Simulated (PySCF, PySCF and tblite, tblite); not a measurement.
# 1,4-dioxane (C₄H₈O₂): conformers and averaged spectra

Aim: find the conformers of 1,4-dioxane (C₄H₈O₂) (`C1COCCO1`), weigh them, and average their properties.

Programs: PySCF 2.14.0 with density-fitted response routines of our own, and tblite 0.8.0. All values are computed, except where a source is named. Atoms count from 0 throughout.

## 1. The starting structure

14 atoms, charge 0, multiplicity 1; geometry from: MMFF94s geometry.

Bonds of the start (Å): C0–C1 1.51, C0–H6 1.10, C0–H7 1.10, C0–O5 1.45, C1–H8 1.10, C1–H9 1.11, C1–O2 1.43, C3–C4 1.52, C3–H10 1.10, C3–H11 1.11, C4–H12 1.10, C4–H13 1.08, C4–O5 1.43, O2–C3 1.44.

## 2. GFN2-xTB relaxation, conformer 1

Job settings and geometry (Å):

```
{"job": {"xc": "GFN2-xTB", "basis": "xTB", "kind": "relax"}, "charge": 0, "multiplicity": 1}
C      0.467400     1.318000     0.095900
C      1.391700     0.122300    -0.005900
O      0.785400    -0.953200    -0.725200
C     -0.460500    -1.313700    -0.108800
C     -1.398700    -0.119900     0.000100
O     -0.782200     0.948500     0.722400
H      0.236600     1.724200    -0.902800
H      0.922100     2.120900     0.697000
H      2.324900     0.389200    -0.513600
H      1.654600    -0.253100     1.006300
H     -0.919900    -2.118400    -0.697900
H     -0.240600    -1.724700     0.897200
H     -1.664900     0.253000    -0.995300
H     -2.316600    -0.393600     0.508500
```

On the command line:

```bash
$ OMP_NUM_THREADS=1 python ens_run.py task.json out
```

One launch serves the whole session.

What it wrote:

```text
step      E/eV     max force
  0    -565.04508    0.957
  1    -565.08250    0.328
  2    -565.09479    0.310
  3    -565.10715    0.292
  4    -565.11595    0.196
  5    -565.11914    0.116
  6    -565.12052    0.081
  7    -565.12145    0.068
  8    -565.12185    0.036
  9    -565.12185    0.036
 10    -565.12193    0.018
 11    -565.12198    0.015
 12    -565.12204    0.022
 13    -565.12212    0.029
 14    -565.12219    0.025
 15    -565.12223    0.014
 16    -565.12225    0.010
 17    -565.12226    0.010
 18    -565.12228    0.012
 19    -565.12230    0.012
 20    -565.12231    0.010
 21    -565.12232    0.009
 22    -565.12232    0.006
 23    -565.12233    0.005
 24    -565.12233    0.004
```

It took 0.1 s on 1 thread of Intel Xeon Platinum 8488C, shared host.

Gain 0.077 eV; displacement 0.03 Å root mean square.

## 3. Shieldings, conformer 1: PBE0/pcSseg-1 in chloroform

Job settings and geometry (Å):

```
{"job": {"xc": "PBE0", "basis": "pcSseg-1", "solvent": "chloroform", "kind": "nmr", "pop": true}, "charge": 0, "multiplicity": 1}
C      0.447138     1.312007     0.100213
C      1.385682     0.106971    -0.000424
O      0.770905    -0.943314    -0.716669
C     -0.447081    -1.311863    -0.104430
C     -1.385733    -0.106891    -0.001550
O     -0.770599     0.944123     0.713277
H      0.251812     1.706050    -0.908821
H      0.882207     2.094774     0.722540
H      2.293489     0.364117    -0.547330
H      1.647416    -0.236268     1.012133
H     -0.882546    -2.093241    -0.728445
H     -0.251529    -1.708143     0.903717
H     -1.649636     0.235881    -1.013672
H     -2.292203    -0.364676     0.547296
```

What it wrote:

```text
coarse grid: 11480 points
cycle   1  E = -307.1415437962  dE =  8.363e-01  |g| = 6.807e-01  |ddm| = 3.194e+00
cycle   2  E = -307.0560590840  dE =  8.548e-02  |g| = 9.820e-01  |ddm| = 1.169e+00
cycle   3  E = -307.2223328213  dE = -1.663e-01  |g| = 6.957e-02  |ddm| = 7.476e-01
cycle   4  E = -307.2231998474  dE = -8.670e-04  |g| = 1.760e-02  |ddm| = 4.845e-02
cycle   5  E = -307.2232664144  dE = -6.657e-05  |g| = 7.112e-03  |ddm| = 1.863e-02
cycle   6  E = -307.2232775196  dE = -1.111e-05  |g| = 4.896e-04  |ddm| = 6.191e-03
cycle   7  E = -307.2232775750  dE = -5.537e-08  |g| = 3.434e-05  |ddm| = 4.478e-04
final grid: 110224 points
cycle   8  E = -307.2823871039  dE = -2.572e-05  |g| = 1.460e-02  |ddm| = 2.494e-02
cycle   9  E = -307.2823416326  dE =  4.547e-05  |g| = 2.190e-02  |ddm| = 1.960e-02
cycle  10  E = -307.2824253292  dE = -8.370e-05  |g| = 1.057e-03  |ddm| = 1.196e-02
cycle  11  E = -307.2824255754  dE = -2.461e-07  |g| = 1.928e-04  |ddm| = 1.053e-03
cycle  12  E = -307.2824255831  dE = -7.770e-09  |g| = 2.899e-05  |ddm| = 1.812e-04
cycle  13  E = -307.2824255833  dE = -1.625e-10  |g| = 5.104e-06  |ddm| = 3.057e-05
converged SCF energy = -307.2824255833

GIAO shielding tensors (ppm)
atom      isotropic    diamagn.    paramagn.     s11        s22        s33       span
  0 C      115.908     246.221    -130.313     94.343    106.320    147.060     52.717
  1 C      115.900     246.225    -130.325     94.332    106.308    147.060     52.728
  2 O      300.391     396.599     -96.208    249.251    308.040    343.883     94.631
  3 C      115.900     246.224    -130.324     94.327    106.254    147.119     52.792
  4 C      115.924     246.209    -130.285     94.352    106.279    147.141     52.789
  5 O      300.415     396.600     -96.184    249.302    308.099    343.845     94.542
  6 H       27.820      29.822      -2.003     23.365     27.139     32.955      9.590
  7 H       27.960      29.039      -1.079     24.189     26.580     33.111      8.922
  8 H       27.960      29.038      -1.078     24.191     26.579     33.111      8.920
  9 H       27.820      29.824      -2.005     23.367     27.137     32.955      9.588
 10 H       27.957      29.033      -1.076     24.191     26.574     33.107      8.916
 11 H       27.816      29.822      -2.006     23.355     27.139     32.955      9.600
 12 H       27.817      29.818      -2.000     23.354     27.141     32.957      9.603
 13 H       27.960      29.035      -1.075     24.193     26.577     33.110      8.918
```

Run time: 13 s. Hardware: 1 thread of Intel Xeon Platinum 8488C, shared host; peak memory 0.8 GiB.

Key values: HOMO -6.85 eV, LUMO 1.89 eV; dipole 0.00 D.

## 4. Single-point energy, conformer 1: CAM-B3LYP/def2-TZVP in chloroform

Changed since step 3:

```diff
@@ -1,2 +1,2 @@
-{"job": {"xc": "PBE0", "basis": "pcSseg-1", "solvent": "chloroform", "kind": "nmr", "pop": true}, "charge": 0, "multiplicity": 1}
+{"job": {"xc": "CAM-B3LYP", "basis": "def2-TZVP", "solvent": "chloroform", "kind": "sp"}, "charge": 0, "multiplicity": 1}
 C      0.447138     1.312007     0.100213
```

What it wrote:

```text
coarse grid: 11480 points
cycle   1  E = -307.5447009054  dE =  9.897e-01  |g| = 7.885e-01  |ddm| = 2.628e+00
cycle   2  E = -307.4764533771  dE =  6.825e-02  |g| = 1.038e+00  |ddm| = 1.243e+00
cycle   3  E = -307.6519713244  dE = -1.755e-01  |g| = 5.177e-02  |ddm| = 7.802e-01
cycle   4  E = -307.6524549901  dE = -4.837e-04  |g| = 1.002e-02  |ddm| = 3.729e-02
cycle   5  E = -307.6524792250  dE = -2.423e-05  |g| = 1.291e-03  |ddm| = 1.533e-02
cycle   6  E = -307.6524797489  dE = -5.239e-07  |g| = 2.716e-04  |ddm| = 1.883e-03
final grid: 110224 points
cycle   7  E = -307.6506717050  dE = -5.594e-05  |g| = 5.173e-03  |ddm| = 4.112e-02
cycle   8  E = -307.6506707565  dE =  9.485e-07  |g| = 5.906e-03  |ddm| = 6.984e-03
cycle   9  E = -307.6506768013  dE = -6.045e-06  |g| = 6.623e-04  |ddm| = 2.811e-03
cycle  10  E = -307.6506768658  dE = -6.444e-08  |g| = 2.533e-04  |ddm| = 7.123e-04
cycle  11  E = -307.6506768794  dE = -1.361e-08  |g| = 3.605e-05  |ddm| = 3.804e-04
cycle  12  E = -307.6506768797  dE = -3.008e-10  |g| = 4.385e-06  |ddm| = 5.148e-05
converged SCF energy = -307.6506768797
```

It took 16 s on 1 thread of Intel Xeon Platinum 8488C, shared host; peak memory 0.88 GiB.

This run: HOMO -8.32 eV, LUMO 2.56 eV; dipole 0.00 D.

## 5. Couplings, conformer 1: B3LYP/6-31G*+pcJ-1

Changed since step 4:

```diff
@@ -1,2 +1,2 @@
-{"job": {"xc": "CAM-B3LYP", "basis": "def2-TZVP", "solvent": "chloroform", "kind": "sp"}, "charge": 0, "multiplicity": 1}
+{"job": {"xc": "B3LYP", "basis": {"default": "6-31G*", "H": "pcJ-1"}, "nuclei": ["H", "F", "P", "Si", "B"], "kind": "j"}, "charge": 0, "multiplicity": 1}
 C      0.447138     1.312007     0.100213
```

What it wrote:

```text
coarse grid: 11480 points
cycle   1  E = -307.6025323277  dE =  8.201e-01  |g| = 7.579e-01  |ddm| = 3.172e+00
cycle   2  E = -307.4382861010  dE =  1.642e-01  |g| = 1.207e+00  |ddm| = 1.705e+00
cycle   3  E = -307.7116372322  dE = -2.734e-01  |g| = 8.499e-02  |ddm| = 1.144e+00
cycle   4  E = -307.7129931002  dE = -1.356e-03  |g| = 3.069e-02  |ddm| = 8.321e-02
cycle   5  E = -307.7132176436  dE = -2.245e-04  |g| = 9.434e-03  |ddm| = 3.374e-02
cycle   6  E = -307.7132373463  dE = -1.970e-05  |g| = 5.872e-04  |ddm| = 9.024e-03
cycle   7  E = -307.7132374388  dE = -9.251e-08  |g| = 4.247e-05  |ddm| = 7.277e-04
final grid: 110224 points
cycle   8  E = -307.6653051864  dE = -3.758e-05  |g| = 6.978e-03  |ddm| = 2.171e-02
cycle   9  E = -307.6652959643  dE =  9.222e-06  |g| = 9.814e-03  |ddm| = 1.224e-02
cycle  10  E = -307.6653163607  dE = -2.040e-05  |g| = 1.091e-03  |ddm| = 6.889e-03
cycle  11  E = -307.6653165928  dE = -2.321e-07  |g| = 2.524e-04  |ddm| = 1.165e-03
cycle  12  E = -307.6653166055  dE = -1.267e-08  |g| = 3.597e-05  |ddm| = 2.520e-04
cycle  13  E = -307.6653166057  dE = -2.735e-10  |g| = 3.237e-06  |ddm| = 3.794e-05
converged SCF energy = -307.6653166057

Indirect spin-spin couplings (Hz)
  i      j    bonds     total        FC       PSO       DSO        SD
  6 H    7 H    2    -11.654   -11.236     1.651    -2.068         -
  6 H    8 H    3      2.852     2.757     0.118    -0.023         -
  6 H    9 H    3     10.751    11.654     1.777    -2.680         -
  6 H   10 H    5     -0.459    -0.055     0.819    -1.222         -
  6 H   11 H    5     -0.657    -0.073     1.244    -1.828         -
  6 H   12 H    4      0.513    -0.067    -1.241     1.821         -
  6 H   13 H    4     -1.018    -0.412     1.263    -1.868         -
  7 H    8 H    3      0.694     0.786     0.428    -0.521         -
  7 H    9 H    3      2.848     2.754     0.119    -0.025         -
  7 H   10 H    5      0.294     0.961     1.364    -2.032         -
  7 H   11 H    5     -0.460    -0.055     0.822    -1.227         -
  7 H   12 H    4     -1.016    -0.411     1.262    -1.867         -
  7 H   13 H    4     -0.179     0.467     1.475    -2.120         -
  8 H    9 H    2    -11.652   -11.234     1.650    -2.068         -
  8 H   10 H    4     -0.177     0.469     1.474    -2.120         -
  8 H   11 H    4     -1.015    -0.410     1.261    -1.866         -
  8 H   12 H    5     -0.460    -0.055     0.822    -1.227         -
  8 H   13 H    5      0.294     0.961     1.364    -2.032         -
  9 H   10 H    4     -1.016    -0.411     1.262    -1.867         -
  9 H   11 H    4      0.512    -0.068    -1.243     1.823         -
  9 H   12 H    5     -0.657    -0.073     1.245    -1.828         -
  9 H   13 H    5     -0.459    -0.055     0.819    -1.222         -
 10 H   11 H    2    -11.647   -11.229     1.650    -2.068         -
 10 H   12 H    3      2.879     2.782     0.115    -0.018         -
 10 H   13 H    3      0.682     0.775     0.430    -0.524         -
 11 H   12 H    3     10.769    11.672     1.776    -2.679         -
 11 H   13 H    3      2.876     2.780     0.115    -0.019         -
 12 H   13 H    2    -11.642   -11.224     1.651    -2.069         -
```

It took 13 s on 1 thread of Intel Xeon Platinum 8488C, shared host; peak memory 0.82 GiB.

This run: HOMO -6.40 eV, LUMO 1.58 eV; dipole 0.00 D.

## 6. Boltzmann average: properties at PBE0/pcSseg-1 in chloroform

Job settings and geometry (Å):

```
{"job": {"study": "conf", "smiles": "C1COCCO1", "search": {"seed": 7373, "n_embed": 60, "ff_keep": 14, "window": 3.0, "nmax": 10, "temps": [200, 250, 298.15, 350, 400], "t_ref": 298.15, "order": 0.001}, "level": {"nmr": {"xc": "PBE0", "basis": "pcSseg-1", "solvent": "chloroform"}, "sp": {"xc": "CAM-B3LYP", "basis": "def2-TZVP", "solvent": "chloroform"}, "j": {"xc": "B3LYP", "basis": {"default": "6-31G*", "H": "pcJ-1"}, "nuclei": ["H", "F", "P", "Si", "B"]}}, "kind": "conf"}, "charge": 0, "multiplicity": 1}
C      0.447138     1.312007     0.100213
C      1.385682     0.106971    -0.000424
O      0.770905    -0.943314    -0.716669
C     -0.447081    -1.311863    -0.104430
C     -1.385733    -0.106891    -0.001550
O     -0.770599     0.944123     0.713277
H      0.251812     1.706050    -0.908821
H      0.882207     2.094774     0.722540
H      2.293489     0.364117    -0.547330
H      1.647416    -0.236268     1.012133
H     -0.882546    -2.093241    -0.728445
H     -0.251529    -1.708143     0.903717
H     -1.649636     0.235881    -1.013672
H     -2.292203    -0.364676     0.547296
```

What it wrote:

```text
conformer  sym    E(xTB)   E(DFT)   G(298.15 K)  weight  dipole/D
    1     C2h     0.000    0.000    0.000   1.0000    0.002

mean shielding (ppm) by class
class atoms           200 K      250 K   298.15 K      350 K      400 K
  0 C  0,1,3        115.908    115.908    115.908    115.908    115.908
  1 O  2,5          300.403    300.403    300.403    300.403    300.403
  2 H  6,7,8         27.889     27.889     27.889     27.889     27.889
```

Run time: 44 s. Hardware: 1 thread of Intel Xeon Platinum 8488C, shared host. This counts the runs that the step sums up.

The search (ETKDG, MMFF94s, GFN2-xTB) embedded 60 structures, kept 2 distinct ones after the force field and 2 after xTB; 1 was carried on (window 3.0 kcal/mol at the search's own energies). Energies: CAM-B3LYP/def2-TZVP in chloroform with D3(BJ).

The conformers at 298 K:

```
no.  group  mirror pair  ΔE xTB  ΔE DFT    ΔG  weight (%)  μ (D)     A, B, C (GHz)
  1    C2h           no    0.00    0.00  0.00       100.0   0.00  5.15, 4.67, 2.76
```

Energies in kcal/mol. ΔG holds xTB vibrations and rotation, symmetry numbers and mirror pairs.

Shifts against references run at the same level (¹³C TMS 187.6, ¹⁷O H2O 342.2, ¹H TMS 31.70 ppm of shielding), by class of atoms, at 298 K:

```
                atoms                         environment  average
       C0, C1, C3, C4                 sp3 CH2 bonded to O     71.7
H6, H7, H8 and 5 more  hydrogen on an sp3 CH2 bonded to O     3.81
               O2, O5                        ether oxygen     41.8
```

Couplings (Hz, B3LYP/6-31G*+pcJ-1; one pair named for each class), from conformers that hold 100 % of the weight:

```
  pair  bonds  average
 H6–H7      2    -11.7
 H6–H9      3      5.7
 H6–H8      3      2.9
H6–H13      4     -1.0
```

## 7. Shieldings, conformer 1: WP04/pcSseg-1 in tetrahydrofuran

Changed since step 5:

```diff
@@ -1,2 +1,2 @@
-{"job": {"xc": "B3LYP", "basis": {"default": "6-31G*", "H": "pcJ-1"}, "nuclei": ["H", "F", "P", "Si", "B"], "kind": "j"}, "charge": 0, "multiplicity": 1}
+{"job": {"xc": "WP04", "basis": "pcSseg-1", "solvent": "tetrahydrofuran", "kind": "nmr", "pop": false}, "charge": 0, "multiplicity": 1}
 C      0.447138     1.312007     0.100213
```

What it wrote:

```text
coarse grid: 11480 points
cycle   1  E = -314.2908056903  dE =  7.433e-01  |g| = 1.081e+00  |ddm| = 3.294e+00
cycle   2  E = -313.9399075930  dE =  3.509e-01  |g| = 1.738e+00  |ddm| = 2.135e+00
cycle   3  E = -314.4853131376  dE = -5.454e-01  |g| = 1.614e-01  |ddm| = 1.579e+00
cycle   4  E = -314.4898661645  dE = -4.553e-03  |g| = 5.785e-02  |ddm| = 1.239e-01
cycle   5  E = -314.4906631292  dE = -7.970e-04  |g| = 1.358e-02  |ddm| = 5.239e-02
cycle   6  E = -314.4907000664  dE = -3.694e-05  |g| = 8.139e-04  |ddm| = 1.037e-02
cycle   7  E = -314.4907002100  dE = -1.436e-07  |g| = 8.163e-05  |ddm| = 8.584e-04
final grid: 110224 points
cycle   8  E = -314.5766170192  dE = -5.814e-05  |g| = 1.314e-02  |ddm| = 2.919e-02
cycle   9  E = -314.5765645988  dE =  5.242e-05  |g| = 2.171e-02  |ddm| = 1.847e-02
cycle  10  E = -314.5766492655  dE = -8.467e-05  |g| = 1.558e-03  |ddm| = 1.161e-02
cycle  11  E = -314.5766497736  dE = -5.080e-07  |g| = 2.752e-04  |ddm| = 1.439e-03
cycle  12  E = -314.5766497892  dE = -1.569e-08  |g| = 4.448e-05  |ddm| = 2.472e-04
cycle  13  E = -314.5766497896  dE = -3.564e-10  |g| = 7.816e-06  |ddm| = 3.804e-05
converged SCF energy = -314.5766497896

GIAO shielding tensors (ppm)
atom      isotropic    diamagn.    paramagn.     s11        s22        s33       span
  0 C      102.952     247.841    -144.889     81.475     91.980    135.402     53.927
  1 C      102.944     247.842    -144.898     81.470     91.966    135.398     53.928
  2 O      284.879     400.172    -115.293    252.380    288.448    313.811     61.431
  3 C      102.941     247.846    -144.905     81.459     91.915    135.448     53.988
  4 C      102.965     247.829    -144.864     81.484     91.943    135.468     53.984
  5 O      284.902     400.174    -115.273    252.424    288.508    313.774     61.350
  6 H       28.164      30.726      -2.562     24.017     27.427     33.048      9.030
  7 H       28.382      29.255      -0.873     24.836     27.059     33.251      8.415
  8 H       28.382      29.252      -0.870     24.837     27.058     33.251      8.414
  9 H       28.164      30.730      -2.566     24.019     27.425     33.047      9.028
 10 H       28.379      29.248      -0.869     24.837     27.053     33.248      8.410
 11 H       28.161      30.727      -2.566     24.009     27.427     33.048      9.039
 12 H       28.162      30.720      -2.558     24.008     27.429     33.050      9.042
 13 H       28.382      29.252      -0.870     24.839     27.056     33.251      8.412
```

It took 12 s on 1 thread of Intel Xeon Platinum 8488C, shared host; peak memory 0.83 GiB.

In short: HOMO -8.05 eV, LUMO 0.31 eV; dipole 0.00 D.

## 8. Single-point energy, conformer 1: wB97X/6-311G** in tetrahydrofuran

Changed since step 7:

```diff
@@ -1,2 +1,2 @@
-{"job": {"xc": "WP04", "basis": "pcSseg-1", "solvent": "tetrahydrofuran", "kind": "nmr", "pop": false}, "charge": 0, "multiplicity": 1}
+{"job": {"xc": "wB97X", "basis": "6-311G**", "solvent": "tetrahydrofuran", "kind": "sp"}, "charge": 0, "multiplicity": 1}
 C      0.447138     1.312007     0.100213
```

What it wrote:

```text
coarse grid: 11480 points
cycle   1  E = -307.5447380269  dE =  1.141e+00  |g| = 8.064e-01  |ddm| = 2.841e+00
cycle   2  E = -307.5371550784  dE =  7.583e-03  |g| = 8.808e-01  |ddm| = 8.889e-01
cycle   3  E = -307.6616988832  dE = -1.245e-01  |g| = 4.517e-02  |ddm| = 4.727e-01
cycle   4  E = -307.6621653759  dE = -4.665e-04  |g| = 1.290e-02  |ddm| = 4.038e-02
cycle   5  E = -307.6622078709  dE = -4.249e-05  |g| = 4.375e-03  |ddm| = 1.883e-02
cycle   6  E = -307.6622126057  dE = -4.735e-06  |g| = 5.863e-04  |ddm| = 3.878e-03
final grid: 110224 points
cycle   7  E = -307.6686760826  dE = -1.339e-04  |g| = 3.459e-03  |ddm| = 2.934e-02
cycle   8  E = -307.6686785031  dE = -2.420e-06  |g| = 1.614e-03  |ddm| = 4.208e-03
cycle   9  E = -307.6686788998  dE = -3.967e-07  |g| = 8.765e-04  |ddm| = 1.499e-03
cycle  10  E = -307.6686790465  dE = -1.467e-07  |g| = 1.843e-04  |ddm| = 6.115e-04
cycle  11  E = -307.6686790540  dE = -7.486e-09  |g| = 4.981e-05  |ddm| = 2.018e-04
cycle  12  E = -307.6686790550  dE = -1.050e-09  |g| = 6.960e-06  |ddm| = 1.059e-04
cycle  13  E = -307.6686790550  dE = -3.661e-11  |g| = 2.253e-06  |ddm| = 2.456e-05
converged SCF energy = -307.6686790550
```

It took 8.3 s on 1 thread of Intel Xeon Platinum 8488C, shared host; peak memory 0.76 GiB.

Key values: HOMO -9.19 eV, LUMO 3.94 eV; dipole 0.00 D.

## 9. Boltzmann average: properties at WP04/pcSseg-1 in tetrahydrofuran

Job settings and geometry (Å):

```
{"job": {"study": "conf", "smiles": "C1COCCO1", "search": {"seed": 7373, "n_embed": 60, "ff_keep": 14, "window": 3.0, "nmax": 10, "temps": [200, 250, 298.15, 350, 400], "t_ref": 298.15, "order": 0.001}, "level": {"nmr": {"xc": "WP04", "basis": "pcSseg-1", "solvent": "tetrahydrofuran"}, "sp": {"xc": "wB97X", "basis": "6-311G**", "solvent": "tetrahydrofuran"}, "change": "WP04/pcSseg-1; solvent tetrahydrofuran; energies wB97X/6-311G**", "top": 4}, "kind": "conf"}, "charge": 0, "multiplicity": 1}
C      0.447138     1.312007     0.100213
C      1.385682     0.106971    -0.000424
O      0.770905    -0.943314    -0.716669
C     -0.447081    -1.311863    -0.104430
C     -1.385733    -0.106891    -0.001550
O     -0.770599     0.944123     0.713277
H      0.251812     1.706050    -0.908821
H      0.882207     2.094774     0.722540
H      2.293489     0.364117    -0.547330
H      1.647416    -0.236268     1.012133
H     -0.882546    -2.093241    -0.728445
H     -0.251529    -1.708143     0.903717
H     -1.649636     0.235881    -1.013672
H     -2.292203    -0.364676     0.547296
```

What it wrote:

```text
conformer  sym    E(xTB)   E(DFT)   G(298.15 K)  weight  dipole/D
    1     C2h     0.000    0.000    0.000   1.0000    0.002

mean shielding (ppm) by class
class atoms           200 K      250 K   298.15 K      350 K      400 K
  0 C  0,1,3        102.951    102.951    102.951    102.951    102.951
  1 O  2,5          284.891    284.891    284.891    284.891    284.891
  2 H  6,7,8         28.272     28.272     28.272     28.272     28.272
```

Run time: 20 s. Hardware: 1 thread of Intel Xeon Platinum 8488C, shared host. This counts the runs that the step sums up.

Against the first level, at 298 K (shieldings, ppm; largest changes first):

```
                atoms  PBE0/pcSseg-1 in chloroform  WP04/pcSseg-1 in tetrahydrofuran  change
               O2, O5                        300.4                             284.9   -15.5
       C0, C1, C3, C4                        115.9                             103.0   -13.0
H6, H7, H8 and 5 more                        27.89                             28.27   +0.38
```

Weights: from CAM-B3LYP/def2-TZVP in chloroform energies 1: 100 %; from wB97X/6-311G** in tetrahydrofuran energies 1: 100 % (with a dispersion term where the level has one and the same thermal terms, so they don't follow from the SCF energies alone). Times: 44 s and 20 s.

## 10. Outcome

| quantity | value |
| --- | --- |
| conformers | 1; the first in weight is no. 1 (C2h), 100 % at 298 K |
| root-mean-square dipole | 0.00 D |
| averaged ¹³C shifts (PBE0/pcSseg-1 in chloroform) | 71.7 ppm |
| averaged ¹H shifts (PBE0/pcSseg-1 in chloroform) | 3.81 ppm |

**Reading.** The search found one conformer in the window, so the averages are its own values. Between PBE0/pcSseg-1 in chloroform and WP04/pcSseg-1 in tetrahydrofuran, O2 changes most, by 15.5 ppm of raw shielding.
